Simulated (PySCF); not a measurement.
C$_{2}$H$_{4}$, quintet, geometry from GFN2-xTB of the parent state (a higher spin typed on purpose: for a closed-shell molecule this is an excited state); HF/6-31G (PySCF).

Input for PySCF:
```python
from pyscf import gto, scf

mol = gto.M(
    atom='''
C    -0.01328681   -0.00656652    0.65800535
C     0.01328681    0.00656652   -0.65800535
H    -0.02089650    0.90169144    1.23822259
H    -0.02873771   -0.92622134    1.21982272
H     0.02873771    0.92622134   -1.21982272
H     0.02089650   -0.90169144   -1.23822259
''',
    basis='6-31g',
    spin=4,
    verbose=4,
)

mf = scf.UHF(mol)
mf.kernel()
```

Problem. Write the output that PySCF gives for this input, abridged.

Solution. 
```
PySCF version 2.14.0

[INPUT] verbose = 4
[INPUT] num. atoms = 6
[INPUT] num. electrons = 16
[INPUT] charge = 0
[INPUT] spin (= nelec alpha-beta = 2S) = 4
[INPUT] symmetry False subgroup None
[INPUT] Mole.unit = angstrom
[INPUT] Symbol           X                Y                Z      unit          X                Y                Z       unit  Magmom
[INPUT]  1 C     -0.013286810000  -0.006566520000   0.658005350000 AA   -0.025108431969  -0.012408924391   1.243449899999 Bohr   0.0
[INPUT]  2 C      0.013286810000   0.006566520000  -0.658005350000 AA    0.025108431969   0.012408924391  -1.243449899999 Bohr   0.0
[INPUT]  3 H     -0.020896500000   0.901691440000   1.238222590000 AA   -0.039488661962   1.703949870465   2.339901576350 Bohr   0.0
[INPUT]  4 H     -0.028737710000  -0.926221340000   1.219822720000 AA   -0.054306401347  -1.750304663328   2.305130861322 Bohr   0.0
[INPUT]  5 H      0.028737710000   0.926221340000  -1.219822720000 AA    0.054306401347   1.750304663328  -2.305130861322 Bohr   0.0
[INPUT]  6 H      0.020896500000  -0.901691440000  -1.238222590000 AA    0.039488661962  -1.703949870465  -2.339901576350 Bohr   0.0

nuclear repulsion = 33.6665121477744
number of shells = 18
number of NR pGTOs = 60
number of NR cGTOs = 26
basis = 6-31g
ecp = {}

******** <class 'pyscf.scf.uhf.UHF'> ********
method = UHF
initial guess = minao
damping factor = 0
level_shift factor = 0
DIIS = <class 'pyscf.scf.diis.CDIIS'>
diis_start_cycle = 1
diis_space = 8
diis_damp = 0
SCF conv_tol = 1e-09
SCF conv_tol_grad = None
SCF max_cycles = 50
direct_scf = True
direct_scf_tol = 1e-13
number electrons alpha = 10  beta = 6
Set gradient conv threshold to 3.16228e-05
init E= -78.180119224879

cycle= 1 E= -77.3886151855069  delta_E= 0.792  |g|= 0.207  |ddm|= 8.68

cycle= 2 E= -77.4202336429381  delta_E= -0.0316  |g|= 0.0668  |ddm|= 0.509

cycle= 3 E= -77.4230741067115  delta_E= -0.00284  |g|= 0.0185  |ddm|= 0.294

cycle= 4 E= -77.4234769202247  delta_E= -0.000403  |g|= 0.00409  |ddm|= 0.064

cycle= 5 E= -77.4235014548321  delta_E= -2.45e-05  |g|= 0.000776  |ddm|= 0.0136

cycle= 6 E= -77.4235023747346  delta_E= -9.2e-07  |g|= 0.000224  |ddm|= 0.00529

cycle= 7 E= -77.4235024535368  delta_E= -7.88e-08  |g|= 5.55e-05  |ddm|= 0.00137

cycle= 8 E= -77.4235024584648  delta_E= -4.93e-09  |g|= 7.74e-06  |ddm|= 0.000192

cycle= 9 E= -77.4235024585565  delta_E= -9.17e-11  |g|= 1.13e-06  |ddm|= 3.17e-05

Extra cycle  E= -77.423502458558  delta_E= -1.53e-12  |g|= 4.78e-07  |ddm|= 5.17e-06
converged SCF energy = -77.423502458558  <S^2> = 6.0097  2S+1 = 5.0038785
```
